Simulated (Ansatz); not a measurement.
in.yaml

```yaml
crystal:
  periodic: [false, false, false]
  atoms:
    - {symbol: O, position_ang: [0.000000, 0.000000, 0.643781]}
    - {symbol: C, position_ang: [0.000000, 0.000000, -0.660640]}
    - {symbol: H, position_ang: [0.000000, -0.956723, -1.173362]}
    - {symbol: H, position_ang: [0.000000, 0.956723, -1.173362]}
basis:
  gaussian: {orbitals: STO-3G, point_charges: [{charge: 0.50, position_ang: [4.649, 0.318, -0.494]}]}
total_charge: 1
magnetization: {spin_polarized: false, initial_magnetization: 3}
correlation: {method: ccsd, electrons: outside_noble_gas}
output: {forces: true}
```

```sh
$ ansatz run in.yaml --threads 1 --pin off --events-out ev --progress --plain --max-ram 2393MiB
```

The program prints:

```
164 factors; integrals over basis functions are off by at most 2.2e-5 eV
mean field evaluation 1: about -3043.2957 eV, gradient 1.0e1 eV
mean field evaluation 2: about -3043.3606 eV, gradient 1.0e1 eV
mean field evaluation 4: about -3044.8731 eV, gradient 4.2e0 eV
mean field evaluation 8: about -3045.0482 eV, gradient 3.9e-2 eV
mean field evaluation 16: about -3044.9778 eV, gradient 1.3e0 eV
mean field evaluation 32: about -3045.0500 eV, gradient 2.1e-3 eV
mean field evaluation 64: about -3037.5123 eV, gradient 1.4e1 eV
mean field evaluation 96: about -3041.0043 eV, gradient 5.4e-2 eV
mean field -3045.04825637 eV, -111.9034594138 hartree, gradient 1.8e-6 eV, S^2 3.750000; 3 other end points of the search recorded, 0 dependent functions left out
determinant -3045.04825637 eV, -111.9034594138 hartree, with singles and doubles -3046.93948495 eV, -111.9729607820 hartree
determinant -3042.39239883 eV, -111.8058584495 hartree, with singles and doubles -3044.30245721 eV, -111.8760518000 hartree
2 core orbitals not correlated: weight in the atoms' cores, before any rotation towards them, 1.000 or more for the frozen orbitals, at most 0.000 for the correlated occupied ones
reference -3045.04825637 eV, -111.9034594138 hartree; 7, 4 occupied and 3, 6 virtual orbitals, 164 factors
second order -1.17764244 eV of doubles, -0.07898691 eV of singles
cycle   1  -1.89137048 eV  change   -1.4e-4 eV  update   3.0e-4
cycle   2  -1.89148624 eV  change   -1.2e-4 eV  update   2.0e-4
cycle   3  -1.89149955 eV  change   -1.3e-5 eV  update   6.0e-5
cycle   4  -1.89150416 eV  change   -4.6e-6 eV  update   2.5e-5
cycle   5  -1.89154637 eV  change   -4.2e-5 eV  update   9.8e-6
cycle   6  -1.89156049 eV  change   -1.4e-5 eV  update   4.5e-6
cycle   7  -1.89156160 eV  change   -1.1e-6 eV  update   3.2e-6
cycle   8  -1.89155709 eV  change    4.5e-6 eV  update   1.9e-6
cycle   9  -1.89155671 eV  change    3.8e-7 eV  update   5.5e-7
the calculation of the forces begins
Total energy: -3046.93981308 eV, -111.9729728408 hartree
Atom 0 at     0.000000     0.000000     0.643781 Å, force    -0.170134    -0.009246    14.058386 eV/Å
Atom 1 at     0.000000     0.000000    -0.660640 Å, force    -0.030718    -0.000555   -12.530545 eV/Å
Atom 2 at     0.000000    -0.956723    -1.173362 Å, force    -0.050668    -1.607845    -0.753742 eV/Å
Atom 3 at     0.000000     0.956723    -1.173362 Å, force    -0.055750     1.597674    -0.749113 eV/Å
Dipole moment:    -0.011545    -0.001345    -0.105855 e Å
```

Forces (eV/Å):
```
O    -0.170  -0.009  14.058
C    -0.031  -0.001 -12.531
H    -0.051  -1.608  -0.754
H    -0.056   1.598  -0.749
```

Ran on 1 thread of Arm Neoverse V1, shared host: 0.27 s wall, 0.29 GiB peak host memory.
